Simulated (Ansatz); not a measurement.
Born–Oppenheimer molecular dynamics of BClH$_{3}$N (6 atoms, charge 0, multiplicity 1). It starts at the highest image of a converged band. Of that band: Neighbouring images differ by up to 1.4 eV, so the band resolves the path poorly. A vibrational analysis at the climbing image gives one clearly imaginary mode, 1382i cm⁻¹: a first-order saddle point.

These are results of Ansatz, RKS PBE-D4/6-31G*, not measurements.

```yaml
ensemble: NVE (velocity Verlet)
time_step: 0.5 fs
steps_asked: 200
starting_velocities_drawn_for: 300 K
seed: 6222
```

First frame:

```xyz
6
Properties=species:S:1:pos:R:3
N -0.254 -0.180 -0.464
B 0.940 0.023 0.503
Cl 0.543 1.419 1.563
H -0.004 -0.606 -1.365
H -1.137 0.397 -0.527
H -0.046 -1.117 0.243
```

(1) How far do the bonds stretch over the last three quarters of this one trajectory? (Pairs bonded in most of those frames.)

Results:

(1) 
```csv
bond,mean (Å),spread (Å),shortest,longest
N1–B2,1.448,0.065,1.31,1.58
N1–H4,1.035,0.030,0.97,1.12
N1–H5,1.039,0.033,0.98,1.10
B2–Cl3,1.833,0.110,1.68,2.07
B2–H6,1.387,0.185,1.05,1.71
```

Mean temperature of the second half: 4013 K. The conserved energy stayed within 1.3 meV per atom of its start (net change -0.21 meV per atom), so the integration is sound. The system heated up, since it started high on the potential surface and ran downhill. A run of 0.1 ps of so small a system gives no equilibrium averages. The orbitals stay closed-shell, which can raise the energy where a bond breaks towards radicals; this wasn't checked here.

Run time: 3.9 min on 1 thread of Arm Neoverse V1, on a shared host, peak memory 0.095 GiB.
